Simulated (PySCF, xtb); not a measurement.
C2H5O, SMILES CC[O] (connectivity only; charge and spin as stated), charge -1, multiplicity 1.

GFN2-xTB (xtb) at its own geometry gives an orbital gap of 10.53 eV.

Coordinates come from a ωB97X-D3(BJ)/def2-SVPD optimisation. The multiplicity is an assumed one; other spin states were not compared. The isomer is the one that the SMILES or the coordinates give; other isomers of the formula were not compared.

### Question
What does PySCF with ωB97X/def2-TZVPD give? (The exact figures need the calculation; the answer reports its results.)

### Answer
gap 7.84 eV (levels -1.95 and 5.89 eV).
